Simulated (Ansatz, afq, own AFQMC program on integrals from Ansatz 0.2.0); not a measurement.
**Where AFQMC and coupled cluster stand for BH₃Br, doublet**

```xyz
5

B    -2.6327    0.0000    0.0000
H    -3.2294    1.0336    0.0000
H    -3.2294   -1.0336    0.0000
H    -1.0787    0.0000    0.0000
Br    0.4513    0.0000    0.0000
```

Connectivity, by distances: BH2 ··· BrH.

Basis cc-pVTZ. Only valence electrons are correlated. Integrals, coupled cluster, full CI and functionals: Ansatz 0.2.0; the random walks run on the same integrals in our own AFQMC program. The CISD trial takes its coefficients from CCSD amplitudes. Released means that phaseless walkers are propagated on without the constraint, phases kept. Error bars are statistical, one sigma. No spin–orbit coupling.

Determinant: UHF, the one that the program's search chose, which needn't be the lowest solution. The geometry is a point of a scan.

No full CI on the walks' own integrals is used here. The released AFQMC energy serves as the reference, which it does only where one determinant dominates, the energy is flat over the last release times and near the phaseless one (40 meV or 2 meV an electron, half that with transition metals). On small molecules, where full CI could be run and the noise was under 10 meV, such values lay within 10 meV of it in 19 cases of 20, a flattering rate, since the rule was set on those same cases; what remains of the bias isn't in the error bar.

Cautions: no relativity below Rb; no spin-orbit coupling; inner d shell frozen; the released value is read at 2.40 1/Eh (meV from the phaseless value at times in 1/Eh: -2 ± 4 at 0.24, -10 ± 5 at 0.51, -14 ± 6 at 0.99, -15 ± 7 at 1.62, -14 ± 6 at 2.40).

```
T1 diagnostic                               : 0.0129
weight of the determinant in the CISD state : 0.872
⟨S²⟩ of the determinant                     : 0.779
size of the correlated space                : 13 electrons in 100 orbitals
```

Reference: AFQMC with the constraint released, correlation energy -8.606 ± 0.006 eV.

```csv
level,E − E(reference) (kJ/mol),share of correlation (%)
HF,830.4 ± 0.6,0.00
MP2,128.1 ± 0.6,84.57
CCSD,30.3 ± 0.6,96.35
CCSD(T),3.9 ± 0.6,99.53
ph-AFQMC/HF,0.3 ± 2.7,99.96
ph-AFQMC/CISD,1.3 ± 0.8,99.84
```

A walk keeps the symmetry of its determinant, which the program's search chose and which needn't be the lowest solution, so a lower state of the same spin and another symmetry isn't excluded. Released energies are given only where the last usable release times agree within the noise; a slower fall can still hide under it.
